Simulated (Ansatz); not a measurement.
The first iterations of a band of C3H8 + H (12 atoms, charge 0, multiplicity 2).

Method: UKS PBE0/def2-SVP (Ansatz).

| Item | Value |
| --- | --- |
| movable images | 5 |
| climbing image | yes |
| spring | 5.0 eV/Å² |
| optimiser | quadratic models (default) |
| start path | through a guess of the saddle point |
| force threshold | 0.05 eV/Å |
| iteration limit | 60 |
| end points | relaxed |

Image 0:

```xyz
12
Properties=species:S:1:pos:R:3
H -0.459 -0.863 0.684
C 0.329 -0.269 0.191
C 0.184 -0.388 -1.319
C 0.269 1.167 0.691
H -2.797 -2.320 1.942
H 1.284 -0.726 0.504
H 0.981 0.164 -1.843
H 0.232 -1.436 -1.652
H -0.779 0.025 -1.661
H 1.069 1.781 0.247
H 0.377 1.223 1.786
H -0.691 1.641 0.429
```

Image 6:

```xyz
12
Properties=species:S:1:pos:R:3
H -1.495 -1.495 1.193
C 0.606 -0.106 0.070
C 0.220 -0.390 -1.336
C 0.335 1.216 0.691
H -2.128 -1.836 1.447
H 1.320 -0.776 0.561
H 0.876 0.136 -2.061
H 0.282 -1.463 -1.575
H -0.807 -0.050 -1.553
H 1.023 2.001 0.313
H 0.454 1.193 1.785
H -0.685 1.570 0.465
```

| iteration | highest image above the first end (eV) | largest band force component (eV/Å) |
| --- | --- | --- |
| 1 | 0.440 | 2.984 |
| 2 | 0.462 | 1.483 |
| 3 | 0.263 | 1.537 |
| 4 | 0.156 | 0.361 |

Problem. Does the band converge within its limit, and where does its top end?

Solution. The forces met the threshold. It ended after 12 iterations with the highest image 0.279 eV above the first end. A vibrational analysis at the climbing image gives one clearly imaginary mode, 1062i cm⁻¹: a first-order saddle point.

Time of the run: 2.4 min on 2 threads of Arm Neoverse V1, with other jobs on the host, peak memory 0.21 GiB.
